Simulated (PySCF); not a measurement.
Bonds (- single, = double, # triple, : aromatic): C1=P2 1.665 Å, P2-P3 2.200 Å, P3-C4 1.859 Å, P3-C5 1.857 Å. C1 carries H6, H7; C4 carries H8, H9, H10; C5 carries H11, H12, H13. H6 is cis to P3; H7 is trans to P3.

PySCF 2.14 calculation with coordinates at the GFN2-xTB level and σ from GIAO-PBE0/pcSseg-1; equivalent nuclei averaged, relativity neglected, isolated molecule, single conformer.

Referencing at the same level of theory: 13C (σref 186.93), 1H (σref 31.72) against TMS; 31P (σref 318.38) against H3PO4.

| atoms | nucleus | count | Hirshfeld charge | δ (ppm) |
| --- | --- | --- | --- | --- |
| C1 | 13C | 1 | -0.15 | ? |
| P2 | 31P | 1 | 0.06 | 379.5 |
| H7 | 1H | 1 | 0.05 | 9.06 |
| H6 | 1H | 1 | 0.04 | 9.43 |
| H8/H9/H10/H11/H12/H13 | 1H | 6 | 0.04 | 1.22 |
| P3 | 31P | 1 | 0.10 | -47.8 |
| C4/C5 | 13C | 2 | -0.17 | ? |

Q: Fill in the missing shifts.

A: 
- C1: 200.9 ppm, carbon double-bonded to a heavier main-group atom
- C4/C5: 16.7 ppm, methyl carbon bonded to P

Shifts are as computed. Against solution values, carbons near 30 ppm lie about +3 ppm off and those near 130 ppm about +5 ppm. Of 1211 compounds with measured shifts, 218 miss one by over three times the rms of a fit or turn the order of signals round; such compounds aren't used in these exercises. Experimental scales use liquid or dissolved standards, which lie at an offset from isolated H3PO4.
